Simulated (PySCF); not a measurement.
H₃P, SMILES P.

Geometry: PBE0-D3(BJ)/def2-TZVPD.

Two levels are set side by side: TDA-PBE/def2-TZVPD (PySCF) and ADC(3)/aug-cc-pVDZ (PySCF). Vertical, same geometry; the bases differ. Differences are taken from unrounded values.

| quantity | ADC(3) |
|---|---|
| lowest singlet excitation (eV) | 6.70 |

What does TDA-PBE give, and how far is it from ADC(3)? (The exact figures need the calculation; the answer reports its results.)


```json
[
 {"quantity": "lowest singlet excitation (eV)", "TDA-PBE": "6.49", "TDA-PBE minus ADC(3)": "-0.21"}
]
```

A lower first singlet is the usual sign of a functional without exact exchange. Differences between two approximate levels are no errors against the true value.

Rough cost on one machine, each run with all the roots and properties that it gave: ADC(3) against TDA-PBE about 20 times.
